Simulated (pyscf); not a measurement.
Single points on ωB97X-D3(BJ)/def2-SVP structures (PySCF, gas phase).

Task: Estimate by transition-state theory the rate constant of O=V(F)(F)–F (SMILES [O]=[V]([F])([F])[F]) + H• (SMILES [H]) → [O=V(F)–F]• (SMILES [O]=[V]([F])[F]) + HF (SMILES F) (doublet surface; F–V broken, F–H formed) at 600 K, with ωB97M-D3(BJ)/def2-TZVP energies (ideal gas, 1 atm, RRHO with modes under 100 cm⁻¹ raised to 100, one conformer, R ln 2 for chiral ones without a mode under 150 cm⁻¹; no tunnelling).

Result: The electronic barrier is 14.3 kcal/mol and the thermal terms add +11.2, so ΔG‡ = 25.5 kcal/mol. With k_BT/h = 1.25e+13 s⁻¹ and RT = 1.192 kcal/mol, and a volume of 8.18e-20 cm³ per molecule at 1 atm, k = 5.1e-16 cm³ molecule⁻¹ s⁻¹. Wigner's tunnelling factor for 2093i cm⁻¹ would be 2.05, likely too low at so high a frequency. A shift of 1 kcal/mol in the barrier changes k by a factor 2.3. On the product side the descent ends in an adduct with a F–V contact, 17.4 kcal/mol under the separated species and 59.6 kcal/mol under the saddle at ωB97X-D3(BJ)/def2-TZVP. What is counted as broken (F–V) persists as a longer contact in the product adduct; parting that adduct is a step of its own. This is the saddle that the search found; another between the same sides may lie lower. The angle at the transferred F is 130°. Open-shell species with a d-block atom are single-reference here; other states, and whether the spin sits on metal or ligand, were not checked.
